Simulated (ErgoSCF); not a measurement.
# P4 (SMILES P12P3P1P23), run twice

Aim: a single-point energy of P4 at Slater/6-31G.

The calculation is run with ErgoSCF 3.8.

2 further runs of the same task are left out: 1 that didn't finish, 1 set aside as unsound or not needed.

### 1 The system as given

P4 has 4 atoms, charge 0, and is taken as a singlet. As SMILES, `P12P3P1P23`. The shape is that of a PBE0-D4/def2-TZVP optimisation.

Bond lengths: P1–P2 2.184 Å, P1–P3 2.184 Å, P2–P3 2.184 Å, P1–P4 2.184 Å, P2–P4 2.184 Å, P3–P4 2.184 Å. Some angles: P1–P2–P3 60.0°, P1–P2–P4 60.0°, P3–P2–P4 60.0°, P2–P1–P3 60.0°, P2–P1–P4 60.0°, P3–P1–P4 60.0°, P1–P3–P2 60.0°, P1–P3–P4 60.0°, P2–P3–P4 60.0°, P1–P4–P2 60.0°.

### 2 Try one

Contents of job.ego:

```
set_nthreads(1)
basis = "6-31G"
scf.output_mulliken_pop = 1
spin_polarization = 0
scf.max_number_of_iterations = 97
XC.type = "Turbo"
tmpdir = "."
molecule_inline Angstrom
P  -0.724800 -0.100000 1.119400
P  1.294900 0.109800 0.315700
P  -0.185000 -1.091700 -0.749800
P  -0.385100 1.081900 -0.685200
EOF
run "B97D"
```

Started as:

```console
$ ergo < job.ego
```

Output:

```text
INMA ERGO version 3.8
INMA  basis := 6-31G
INMA Basis really set to 6-31G
INMA  output_mulliken_pop := 1
INMA  spin_polarization := 0
INMA  max_number_of_iterations := 97
INMA  type := Turbo
INMA P (charge=15.0) -1.369674 -0.188973 2.115359
INMA P (charge=15.0) 2.447006 0.207492 0.596587
INMA P (charge=15.0) -0.349599 -2.063014 -1.416917
INMA P (charge=15.0) -0.727734 2.044495 -1.294840
INMA running B97D
ERMA error in dft_setfunc
```

Standard output:

```text
Inline main molecule with 4 atoms.
line 14: RUN failed
line 14: Aborted.
```

Wall time 0.32 s (1 thread of Intel Xeon 6975P-C (Granite Rapids), shared host); peak memory 0.26 GiB.

### 3 Reading the log

The input was rejected.

The telling line is `ERMA error in dft_setfunc`. What is wrong: the input names a functional that the program doesn't know. To mend it: functional Slater in place of B97D.

### 4 The mended input

Contents of ergo.in:

```
# P4
set_nthreads(1)
molecule_inline Angstrom
P       -0.724800      -0.100000       1.119400
P        1.294900       0.109800       0.315700
P       -0.185000      -1.091700      -0.749800
P       -0.385100       1.081900      -0.685200
EOF
scf.max_number_of_iterations = 80
scf.output_mulliken_pop = 1
basis = "6-31G"
XC.type = "Turbo"
tmpdir = "."
run "Slater"
```

Started as:

```console
$ ergo ergo.in
```

Output:

```text
[...]
INSC SCF_general constructor, number of basis functions: 52
[...]
INSC Energy   1 =      -1013.22878767372
[...]
INDE PURIFICATION CONVERGED after 33 iterations
[...]
INDE PURIFICATION CONVERGED after 30 iterations
[...]
INDE PURIFICATION CONVERGED after 26 iterations
[...]
INDE PURIFICATION CONVERGED after 26 iterations
[...]
INDE E(LUMO) - E(HOMO) <=          0.21176764240 =          5.76249113932 eV
[...]
INSC Energy  23 =      -1355.58339592541  ( diff      0.000000000000000 )
[...]
RESC CONVERGED after  23 iterations.
RESC FINAL ENERGY:      -1355.58339592541
[...]
INSC SCF: dipole_moment_x [atomic units] =      -0.00001348
INSC SCF: dipole_moment_y [atomic units] =      -0.00000610
INSC SCF: dipole_moment_z [atomic units] =      -0.00000621
[...]
```

Run time: 8.4 s. Hardware: 1 thread of Intel Xeon 6975P-C (Granite Rapids), shared host; peak memory 0.26 GiB.

### 5 Summary of results

At Slater/6-31G:

```
     quantity           value
 total energy  -1355.58340 Eh
dipole moment          0.00 D
```
